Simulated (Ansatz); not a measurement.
Working through an active-space calculation of CH₂S, SMILES C=S

Program: the Ansatz DFT code, driven from Python.

Run as a notebook:

In [1]:
```python
import ansatz as az
```

In [2]:
```python
BASIS_SET = 'def2-SVP'
```

In [3]:
```python
geometry_ang = [
    ('C', (-0.0674, -0.0882, -0.0338)),
    ('S', (1.3628, 0.4619, 0.5313)),
    ('H', (-1.0201, -0.1907, 0.5985)),
    ('H', (-0.2198, -0.2433, -1.1163)),
]
molecule = az.Crystal.molecule()
for symbol, xyz in geometry_ang:
    molecule = molecule.atom(symbol, xyz)
```

In [4]:
```python
calc = (
    molecule.calculation()
    .basis(gaussian=BASIS_SET)
    .correlation(active_electrons=4, active_orbitals=4)
)
for method in ['sc_nevpt2']:
    r = (calc if method is None else calc.correlation(method)).run(threads=1, backend='cpu').report
    space = r['configurations']
    state = space['states'][0]
    print(method or 'casscf', f'total {r["free_energy_ev"] / 27.211386246:.6f} Ha, active-space state {state["energy"]["hartree"]:.6f} Ha, mean field {r["reference_energy_ev"] / 27.211386246:.6f} Ha')
    print('  determinants', state['n_determinants'], ' natural occupations', [round(n, 3) for n in space['natural_occupations']])
print('effectively unpaired electrons, sum of min(n, 2 - n):', round(sum(min(n, 2 - n) for n in space['natural_occupations']), 3))
```
```text
sc_nevpt2 total -436.627869 Ha, active-space state -436.420716 Ha, mean field -436.363130 Ha
  determinants 36  natural occupations [1.974, 1.903, 0.097, 0.026]
effectively unpaired electrons, sum of min(n, 2 - n): 0.245
```

Total energies depend on the basis set; only differences at equal settings carry meaning. The geometry is a force-field or estimated start, not a minimum of this method, and the basis set is short of its limit. The active space starts as a window about the frontier orbitals and is then optimised, not chosen by chemistry. It ran for 0.8 s on 1 thread of Arm Neoverse V1, with other jobs on the host, peak memory 0.12 GiB.
